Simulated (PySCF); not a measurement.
Isomers of C4H8N2. Theory: PySCF, TDDFT wB97X-D/def2-SVPD, vertical, gas phase, core orbitals frozen in the response. Geometries: GFN2-xTB; one conformer of each isolated species. Triplets are in the Tamm–Dancoff approximation.

A. `CN1CCC=N1`
B. `[H]/N=C(/C=C)CN`
C. `C=C/C(C)=N\N`
D. `[H]/N=C(C)\C=N\C`

Lowest singlet levels (six at most, fewer where fewer were computed) with oscillator strengths:

1. 4.95 eV (f 0.387); 5.17 eV (f 0.015); 6.14 eV (f 0.021); 6.95 eV (f 0.014); 7.09 eV (f 0.188); 7.26 eV (f 0.004); T1 2.98 eV
2. 4.75 eV (f 0.001); 5.89 eV (f 0.011); 6.39 eV (f 0.475); 6.81 eV (f 0.022); 7.46 eV (f 0.004); 7.61 eV (f 0.034); T1 3.77 eV
3. 5.38 eV (f 0.157); 5.85 eV (f 0.027); 6.41 eV (f 0.008); 6.65 eV (f 0.003); 7.07 eV (f 0.007); 7.47 eV (f 0.024); T1 3.61 eV
4. 4.23 eV (f 0.000); 4.90 eV (f 0.004); 6.65 eV (f 0.546); 7.50 eV (f 0.089); 7.56 eV (f 0.001); 7.64 eV (f 0.018); T1 3.56 eV

Problem. Match each spectrum to its molecule.

Solution. 1 = C, 2 = B, 3 = A, 4 = D.
- A: S1 at 5.38 eV, HOMO→LUMO (94%); Löwdin shares by element: HOMO nitrogen 54%, carbon 25% or more (atoms not listed hold the other 21%); LUMO nitrogen 35%, carbon 33% or more (atoms not listed hold the other 32%); HOMO -7.55 and LUMO 2.16 eV.
- B: S1 at 4.75 eV, HOMO→LUMO (88%); Löwdin shares by element: HOMO nitrogen 59% or more, carbon 19% or more, hydrogen 7% or more (atoms not listed hold the other 15%); LUMO carbon 60% or more, nitrogen 24% or more (atoms not listed hold the other 17%); HOMO -9.31 and LUMO 0.68 eV.
- C: S1 at 4.95 eV, HOMO→LUMO (95%); Löwdin shares by element: HOMO nitrogen 51%, carbon 29% or more (atoms not listed hold the other 20%); LUMO carbon 59% or more, nitrogen 21% or more (atoms not listed hold the other 20%); HOMO -7.95 and LUMO 0.75 eV.
- D: S1 at 4.23 eV, HOMO→LUMO (95%); Löwdin shares by element: HOMO nitrogen 59%, carbon 18% or more (atoms not listed hold the other 23%); LUMO nitrogen 49%, carbon 37% or more; HOMO -9.26 and LUMO 0.25 eV.
